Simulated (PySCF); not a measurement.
Molecule: methyl propyl ketone (SMILES C(CCC)(C)=O).

Atom-mapped SMILES (the numbers label the heavy atoms): `[CH3:1][CH2:2][CH2:3][C:4]([CH3:5])=[O:6]` (H(Xn): hydrogen on atom n).

Geometry PBE0-D3(BJ)/def2-SVP throughout; GIAO in PySCF 2.14, gas phase, one conformer, non-relativistic; equivalent atoms averaged; functional PBE0.

For orientation, pcSseg-0 gives these absolute shieldings σ: C4 -28.5, C3 144.7, C5 158.8, C2 175.8, C1 177.1, O6 -429.8, H(C3) 30.48, H(C2) 31.38, H(C1) 31.79 ppm.

A run gave: C4 99.2, C3 198.3, C5 207.5, C2 210.9, C1 214.7, O6 -284.6, H(C3) 30.64, H(C2) 31.37, H(C1) 31.80 ppm (absolute shieldings σ).

**Question.** Which basis set was used in that run?
A. aug-cc-pVDZ
B. cc-pVTZ
C. STO-3G
D. def2-SVP
E. cc-pVDZ

**Answer.** C. C4 tells them apart best: STO-3G gives 99.2, cc-pVDZ gives -4.2, aug-cc-pVDZ gives -9.2, def2-SVP gives -6.9, cc-pVTZ gives -21.4 ppm.
